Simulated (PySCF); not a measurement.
Process, species as SMILES: N#C (CH-N) + H+ → C#[NH+]
B3LYP-D3(BJ)/def2-TZVP geometries, fixed; electronic energies without zero-point terms; positive where energy is released.
Largest species:
```xyz
4

C      0.0000     0.0000    -0.5980
N      0.0000     0.0000     0.5315
H      0.0000     0.0000    -1.6793
H      0.0000     0.0000     1.5473
```
Charge +1, spin multiplicity 1.

Effect of the auxiliary basis of density fitting at HF/def2-TZVP with PySCF, against the last row, where the proton affinity is 179.68 kcal/mol. The proton sits at the site shown, which need not be the one that binds it best.

```tsv
setting	fitting functions, largest species	largest shift of a total energy (mEh)	shift of the proton affinity (kcal/mol)
density fitting: autoaux	432	0.008	0.000
density fitting: def2-universal-jkfit	188	0.041	0.002
density fitting: cc-pvtz-jkfit	218	0.096	0.006
density fitting: cc-pvqz-jkfit	314	0.007	0.001
density fitting: none	-	0.000	0.000
```

Within 0.02 kcal/mol in the proton affinity: density fitting: autoaux; density fitting: def2-universal-jkfit; density fitting: cc-pvtz-jkfit; density fitting: cc-pvqz-jkfit. The largest shift is 0.096 mEh in a total energy and 0.006 kcal/mol in the difference.
